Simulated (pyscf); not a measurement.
Optimised with ωB97X-D3(BJ)/def2-SVP in PySCF. MP2 and CC: frozen core, UHF for open shells. ΔMP2 is the change of the MP2 total energy from the triple- to the quadruple-zeta basis.

SMILES: N1[SiH2][SiH2]1
```xyz
8

N     -0.7312     0.6333    -0.0280
Si     0.7766    -0.2464    -0.0780
Si    -1.0899    -0.6786     1.0676
H     -1.1632     1.4601    -0.4197
H      1.1483    -0.9071    -1.3625
H      1.9826     0.4163     0.4975
H     -2.1265    -1.6654     0.6475
H     -1.2908    -0.3417     2.5067
```

Q: How much does it cost (ΔH, 298 K, CCSD(T)/def2-TZVPP + ΔMP2(QZVPP)) to split cyclic H₅NSi₂ (SMILES N1[SiH2][SiH2]1) at its H–N bond into cyclic H₄NSi₂ (SMILES [N]1[SiH2][SiH2]1) [doublet] + H•?

A: H–N to cyclic H₄NSi₂ (SMILES [N]1[SiH2][SiH2]1) [doublet] + H•: 96.8 kcal/mol. cyclic H₅NSi₂ (SMILES N1[SiH2][SiH2]1) lies 6.3 kcal/mol over its isomer :HSi–NH–SiH₃ [singlet], and others may lie lower still (electronic energy, ωB97M-D3(BJ)). cyclic H₄NSi₂ (SMILES [N]1[SiH2][SiH2]1) [doublet] lies 5.2 kcal/mol over its isomer [H₂Si–N=SiH₂]•, and others may lie lower still (electronic energy, ωB97M-D3(BJ)). The CCSD(T) − MP2 part came from Ansatz, without density fitting, on the same reference.
